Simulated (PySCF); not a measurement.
Dipole moment and polarisability across levels of theory

HBO.
Z-matrix (Å and degrees, PBE0-D3(BJ)/def2-SVP geometry), rows numbered from 1:
```
B 
O   1  1.1993
H   1  1.1846  2  179.99
```

PySCF, dipoles from the SCF density, polarisabilities from static response with core orbitals frozen. Isolated species at its PBE0-D3(BJ)/def2-SVP geometry, gas phase.

Task: Which levels come closest to the reference values?

Result: 

| level | μ (D) | error (%) | α (Å³) | error (%) | anisotropy (Å³) |
| --- | --- | --- | --- | --- | --- |
| LDA/def2-SVPD | 2.649 | -3.0 | 2.57 | +4.7 | 1.08 |
| PBE/def2-SVPD | 2.605 | -4.7 | 2.57 | +4.7 | 1.09 |
| B3LYP/def2-SVPD | 2.805 | +2.7 | 2.49 | +1.5 | 1.06 |
| PBE0/def2-SVPD | 2.815 | +3.0 | 2.46 | +0.1 | 1.04 |
| BHandHLYP/def2-SVPD | 3.040 | +11.3 | 2.38 | -3.0 | 1.01 |
| CAM-B3LYP/def2-SVPD | 2.886 | +5.6 | 2.47 | +0.5 | 1.05 |
| wB97X-D/def2-SVPD | 2.884 | +5.5 | 2.46 | +0.3 | 1.04 |
| LC-wPBE/def2-SVPD | 2.875 | +5.2 | 2.42 | -1.3 | 1.03 |
| HF/def2-SVPD | 3.353 | +22.7 | 2.27 | -7.6 | 0.92 |
| PBE0/6-31G* | 2.497 | -8.6 | 1.79 | -27.0 | 1.32 |
| PBE0/def2-SVP | 2.499 | -8.5 | 1.86 | -24.2 | 1.23 |
| PBE0/6-31+G* | 2.815 | +3.0 | 2.10 | -14.6 | 1.56 |
| PBE0/aug-cc-pVDZ | 2.777 | +1.6 | 2.46 | +0.2 | 1.07 |
| PBE0/def2-TZVP | 2.764 | +1.2 | 2.29 | -6.7 | 1.13 |
| PBE0/def2-TZVPD | 2.794 | +2.2 | 2.49 | +1.5 | 1.03 |
| PBE0/aug-cc-pVTZ | 2.796 | +2.3 | 2.49 | +1.4 | 1.03 |

Reference dipole: 2.732 D (computed, CCSD(T)/CBS, all electrons, equilibrium geometry, gas; Hait, Head-Gordon, J. Chem. Theory Comput. 14 (2018) 1969). Reference polarisability: 2.457 Å³ (computed, CCSD(T)/CBS, static electronic, isotropic average, equilibrium geometry, gas; Hait, Head-Gordon, Phys. Chem. Chem. Phys. 20 (2018) 19800). The anisotropy is √(½[(α1 − α2)² + (α2 − α3)² + (α3 − α1)²]). For the dipole, the smallest error is 1.2% (PBE0/def2-TZVP) and the largest 22.7% (HF/def2-SVPD). For the polarisability, the smallest error is 0.1% (PBE0/def2-SVPD) and the largest 27.0% (PBE0/6-31G*). The dipole runs from 2.50 D (PBE0/6-31G*) to 3.35 D (HF/def2-SVPD). In one basis (def2-SVPD) the functionals order the polarisability from HF (lowest) to LDA (highest), a spread of 13%. With PBE0 the polarisability is 1.98 Å³ without diffuse functions (mean of 6-31G*, def2-SVP and def2-TZVP) and 2.40 Å³ with them (mean of 6-31+G*, def2-SVPD, aug-cc-pVDZ, def2-TZVPD and aug-cc-pVTZ).
